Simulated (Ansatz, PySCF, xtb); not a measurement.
Homolysis of single bonds, series C F-Cl. Isolated molecules, 0 K electronic values unless said otherwise. Strings in code marks are SMILES.

Quantity: homolytic bond dissociation enthalpy at 298 K (no spin–orbit term), in kcal/mol. Enthalpy corrections at 298 K come from GFN2-xTB frequencies (xtb).

Level 1: frozen-core CCSD(T)/cc-pVTZ // PBE0-D3(BJ)/def2-TZVP (Ansatz, a first-principles code)
Level 2: PBE-D3(BJ)/def2-TZVP // PBE0-D3(BJ)/def2-TZVP (PySCF)
Level 3: ωB97X-D3(BJ)/def2-TZVP // PBE0-D3(BJ)/def2-TZVP (PySCF)
Level 4: PBE/6-31G* // PBE0-D3(BJ)/def2-TZVP (PySCF)

```
species                                                        level 2  level 3  level 4
-------------------------------------------------------------  -------  -------  -------
C–Cl bond of `FC(Cl)(Cl)Cl`, giving `F[C](Cl)Cl` and `[Cl]`       76.3     75.4     74.3
F–C bond of `FC(Cl)(Cl)Cl`, giving `Cl[C](Cl)Cl` and `[F]`       107.8    103.6    111.3
Cl–C bond of `ClC(Cl)(Cl)Cl`, giving `Cl[C](Cl)Cl` and `[Cl]`     69.1     68.5     66.4
C–Cl bond of `FC(F)(F)Cl`, giving `F[C](F)F` and `[Cl]`           88.3     87.0     87.8
F–C bond of `FC(F)(F)Cl`, giving `F[C](F)Cl` and `[F]`           124.0    121.1    129.8
```

What does level 1 give for each?


- C–Cl bond of `FC(Cl)(Cl)Cl`, giving `F[C](Cl)Cl` and `[Cl]`: 72.3
- F–C bond of `FC(Cl)(Cl)Cl`, giving `Cl[C](Cl)Cl` and `[F]`: 103.5
- Cl–C bond of `ClC(Cl)(Cl)Cl`, giving `Cl[C](Cl)Cl` and `[Cl]`: 65.7
- C–Cl bond of `FC(F)(F)Cl`, giving `F[C](F)F` and `[Cl]`: 84.0
- F–C bond of `FC(F)(F)Cl`, giving `F[C](F)Cl` and `[F]`: 121.3
